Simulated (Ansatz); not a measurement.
Cohesive energy (eV/atom) of 42 elemental solids other than molecular ones, computed with LDA (Ansatz, an electronic-structure program, PAW) and with PBEsol in Ansatz (plane waves, PAW). The set holds measured phases with no doubt noted on the run or the magnetic state but for the caveats below. 104 more of the class have both values but aren't in it, for one of these reasons: built or high-temperature cells, doubts on the run or the magnetic state, unlike cells, values of zero, layered or molecular crystals. Solids without a value at one level (not run, failed, or a magnetic order lost), or held back for tests, aren't counted.

Every twentieth of the way through the set, in order of the shift (worked out from unrounded values):

```json
[
 {"solid": "hcp Ru", "LDA": "8.78", "PBEsol": "7.77", "shift (eV/atom)": "-1.01"},
 {"solid": "bcc Mo", "LDA": "8.10", "PBEsol": "7.12", "shift (eV/atom)": "-0.98"},
 {"solid": "fcc Rh", "LDA": "7.60", "PBEsol": "6.68", "shift (eV/atom)": "-0.91"},
 {"solid": "hcp Re", "LDA": "9.66", "PBEsol": "8.82", "shift (eV/atom)": "-0.84"},
 {"solid": "hcp Os", "LDA": "10.31", "PBEsol": "9.49", "shift (eV/atom)": "-0.82"},
 {"solid": "bcc Ta", "LDA": "9.58", "PBEsol": "8.95", "shift (eV/atom)": "-0.63"},
 {"solid": "hcp Ti", "LDA": "6.45", "PBEsol": "5.83", "shift (eV/atom)": "-0.62"},
 {"solid": "fcc Ni", "LDA": "6.09", "PBEsol": "5.47", "shift (eV/atom)": "-0.61"},
 {"solid": "fcc Ag", "LDA": "3.64", "PBEsol": "3.09", "shift (eV/atom)": "-0.55"},
 {"solid": "hcp Hf", "LDA": "7.53", "PBEsol": "7.06", "shift (eV/atom)": "-0.46"},
 {"solid": "hcp Tl", "LDA": "2.81", "PBEsol": "2.39", "shift (eV/atom)": "-0.42"},
 {"solid": "white tin (β-Sn)", "LDA": "3.97", "PBEsol": "3.57", "shift (eV/atom)": "-0.39"},
 {"solid": "body-centred tetragonal In", "LDA": "3.08", "PBEsol": "2.73", "shift (eV/atom)": "-0.35"},
 {"solid": "hcp Cd", "LDA": "1.52", "PBEsol": "1.20", "shift (eV/atom)": "-0.33"},
 {"solid": "hcp Y", "LDA": "4.92", "PBEsol": "4.61", "shift (eV/atom)": "-0.31"},
 {"solid": "hcp Be", "LDA": "4.23", "PBEsol": "3.98", "shift (eV/atom)": "-0.25"},
 {"solid": "bcc Li", "LDA": "1.80", "PBEsol": "1.68", "shift (eV/atom)": "-0.12"},
 {"solid": "bcc Cs", "LDA": "0.87", "PBEsol": "0.78", "shift (eV/atom)": "-0.09"},
 {"solid": "fcc Ca", "LDA": "2.20", "PBEsol": "2.11", "shift (eV/atom)": "-0.09"},
 {"solid": "bcc K", "LDA": "1.02", "PBEsol": "0.93", "shift (eV/atom)": "-0.08"},
 {"solid": "hcp Mg", "LDA": "1.77", "PBEsol": "1.71", "shift (eV/atom)": "-0.05"}
]
```

The shift from LDA to PBEsol has a median of -0.42 eV/atom, and eight in ten lie between -0.91 eV/atom and -0.09 eV/atom; PBEsol is the larger in 0 of 42.

Ansatz's runs of these crystals have no spin polarisation, but for bcc Fe, hcp Co, fcc Ni.

Density-functional runs with spin start from parallel moments for bcc Fe, parallel moments for hcp Co, parallel moments for fcc Ni.

Spin–orbit coupling is left out, also for the solids with elements from indium on (bcc Ta, body-centred tetragonal In, hcp Os, bcc Ba, white tin (β-Sn), grey tin (α-Sn), bcc W, hcp Tl, fcc Ir, hcp Re and 5 more); its size isn't shown.

Free atoms are spin-polarised, in the lowest state found; at levels without +SOC their spin–orbit coupling is left out. Each level is taken at its own relaxed cell. Ansatz's density-functional and Hartree–Fock values are scalar-relativistic unless marked +SOC, with PAW data made under PBE.
